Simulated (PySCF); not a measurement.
Compound: C3H4F2O.
Numbering: `[F:1][CH:2]([F:3])[C@@H:4]1[CH2:5][O:6]1` (hydrogens: H7 on C2; H8 on C4; H9, H10 on C5)

Level of theory: PySCF 2.14.0, PBE0-D3(BJ)/def2-SVP geometry optimisation, gas phase.

(1) List the bond lengths, angles and torsions at this level.

Results:

(1) 
```tsv
bond	length (bohr)
F1–C2	2.553
C2–F3	2.548
C2–C4	2.834
C4–C5	2.759
C5–O6	2.663
C4–O6	2.654
C2–H7	2.088
C4–H8	2.077
C5–H9	2.075
C5–H10	2.072
```

A selection of angles:
```tsv
angle	degrees
F1–C2–F3	107.7
F1–C2–C4	109.5
F1–C2–H7	109.3
F3–C2–C4	109.9
F3–C2–H7	108.7
C4–C2–H7	111.5
C2–C4–C5	120.4
C2–C4–O6	115.4
C2–C4–H8	113.8
C5–C4–O6	58.9
C5–C4–H8	120.2
O6–C4–H8	116.6
C4–C5–O6	58.6
C4–C5–H9	119.8
C4–C5–H10	119.0
O6–C5–H9	115.9
O6–C5–H10	116.1
H9–C5–H10	115.3
C4–O6–C5	62.5
```

Dihedral angles: F1–C2–C4–C5 -90°; C2–C4–C5–O6 -103° (anticlinal); C2–C4–O6–C5 112° (anticlinal).

The 3-membered ring C4–C5–O6 has internal angles of 58.6° to 62.5°. The C–C distances run from 1.460 Å (C4–C5, drawn single) to 1.500 Å (C2–C4, drawn single), a spread of 0.040 Å. O6 (epoxide oxygen) is bent (angle 62.5°).

Point group: C1 (no symmetry element, even within 0.4 Å). No PBE0-D3(BJ)/def2-SVP frequencies stand behind this structure, so it isn't proved a minimum. One conformer, not necessarily the lowest.
